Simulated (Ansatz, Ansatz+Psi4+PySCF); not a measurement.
| atom | x (Å) | y (Å) | z (Å) |
| --- | --- | --- | --- |
| C | 0.0000 | 0.0000 | -1.4000 |
| C | 0.0000 | 0.0000 | 0.0000 |
| N | 0.0000 | 0.0000 | 1.1700 |

Basis set: cc-pVTZ (spherical functions). Correlated methods keep 3 orbitals frozen. Correlation on ROHF uses semicanonical orbitals with singles. Charge 0, multiplicity 2.

Computed with Ansatz (development build ahead of 0.2.0); the reference of a correlated method needn't be the lowest determinant of its kind.

The atomization energy at this shape (free ground-state atoms in the same class of orbitals less the molecule, no zero-point energy) of doublet C2N:

```tsv
method	atomization energy
ROHF-CCSD(T)	1177.7 kJ/mol
UHF-CCSD(T)	1174.2 kJ/mol
```

Task: What does ROHF-CCSD give?

Result: 1126.5 kJ/mol. Caution: the reference determinant was not shown to be the lowest. Caution for UHF-CCSD(T): the unrestricted determinant is spin contaminated.
